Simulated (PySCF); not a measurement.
Geometries of 2 isomers of C2H7Al, from PBE0-D3(BJ)/def2-SVP geometry optimisation, gas phase in PySCF 2.14.0. One conformer each, no zero-point energy, no frequencies.

Problem. Which is lower in electronic energy at this level?
A.
```xyz
10
angstrom
C     -1.221   -0.048    0.545
C     -0.195    0.260   -0.544
Al     1.684   -0.177   -0.175
H     -2.247    0.224    0.246
H     -1.004    0.496    1.478
H     -1.235   -1.119    0.804
H     -0.228    1.332   -0.819
H     -0.463   -0.257   -1.487
H      2.122   -0.864    1.197
H      2.796    0.158   -1.268
```
B.
```xyz
10
angstrom
Al    -0.385   -0.657   -0.002
C      1.575   -0.665   -0.003
H      1.969   -0.183    0.909
H      1.974   -0.080   -0.850
H      2.010   -1.675   -0.058
C     -1.350    1.049    0.007
H     -1.143    1.618   -0.917
H     -1.014    1.693    0.839
H     -2.442    0.936    0.088
H     -1.193   -2.036   -0.013
```

Solution. B. That is `[H][Al]([CH3])[CH3]` (AlMe2H), 12.7 kcal/mol below the other.

```tsv
SMILES	atoms numbered as above	E (Eh)	relative (kcal/mol)	relative (kJ/mol)	dipole (D)
[H][Al]([CH3])[CH3]	–	-322.50173	0.0	0.0	0.75
C[CH2][AlH2]	[CH3:1][CH2:2][AlH2:3]	-322.48143	12.7	53.3	0.75
```
